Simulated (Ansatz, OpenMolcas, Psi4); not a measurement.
Worked example: BH(CH3)(NH2) + C2H6O → BH(CH3)(OH) + C2H7N

Species: BH(CH3)(NH2), singlet; C2H6O (ethanol) `CCO`, singlet; BH(CH3)(OH), singlet; C2H7N (ethanamine) `CCN`, singlet. The partners trade NH2 for OH: B–NH2 and C–OH bonds give way to B–OH and C–NH2.

Shapes, held fixed at every level: PBE0-D4/def2-TZVP. Flexible molecules stand in one conformer, not always the lowest. Programs: Ansatz 0.2.0, OpenMolcas 26.06, Psi4 1.11. A level may come from different programs for different species; with the same settings they agree closely. The zero-point and thermal change to 298 K, harmonic and unscaled (PBE0-D4/def2-TZVP), is 0.0 kJ/mol.

At CCSD(T)/CBS estimate; 1 Eh = 2625.50 kJ/mol:

```
     species  energy (Eh)
BH(CH3)(NH2)  -121.212672
       C2H6O  -154.882558
 BH(CH3)(OH)  -141.084889
       C2H7N  -135.016517
```

**Question.** Work out ΔH(298 K) of the reaction at this level.

**Answer.** 
1. Products less reactants: (-141.084889) + (-135.016517) − [(-121.212672) + (-154.882558)] = -0.006176 Eh = -16.2 kJ/mol.
2. With the thermal change: -16.2 + (0.0) = -16.2 kJ/mol.

Other levels give -25.3 (MP2/cc-pVDZ) to -10.4 kJ/mol (SPW92/def2-TZVPP). No measured value is set beside it here. The CBS estimate extrapolates MP2 from def2-TZVPP and def2-QZVPP and adds CCSD(T) − MP2 in the triple-zeta set, cores frozen.
